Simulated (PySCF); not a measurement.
Shieldings and the share of exact exchange

Molecule: trans-CHF=CHCOOH (SMILES C(=O)(O)/C=C/F).

Structure with atom numbers: `[O:1]=[C:2]([OH:3])/[CH:4]=[CH:5]/[F:6]`; H(Xn) means a hydrogen on atom n.

GIAO shieldings (ppm, equivalent atoms averaged) in PySCF on the PBE0-D3(BJ)/def2-SVP geometry, basis pcSseg-2, gas phase, non-relativistic:

```tsv
functional	exact exchange (%)	σ(O3)	σ(C4)	σ(F6)
BLYP	0	101.8	65.5	250.2
BP86	0	104.5	69.7	249.9
PBE	0	104.0	69.7	247.9
PBE0	25	118.0	73.1	273.0
mPW1PW91	25	117.7	72.3	273.6
BHandHLYP	50	128.5	73.2	296.4
HF	100	151.5	84.2	327.9
```

Task: Fit each shielding as a line in the percentage of exact exchange.

Result: σ(O3) = 104.2 + 0.48 x (rms 1.3 ppm); σ(C4) = 68.2 + 0.15 x (rms 1.7 ppm); σ(F6) = 251.2 + 0.80 x (rms 2.9 ppm). The functionals also differ in their semilocal parts, which the line can't hold; Hartree–Fock has no correlation at all.

Task: What does the line predict for B3LYP (20 %), and what does the run give?

Result: σ(O3): 113.8 predicted, 113.3 computed; σ(C4): 71.2 predicted, 68.2 computed; σ(F6): 267.2 predicted, 270.7 computed ppm.
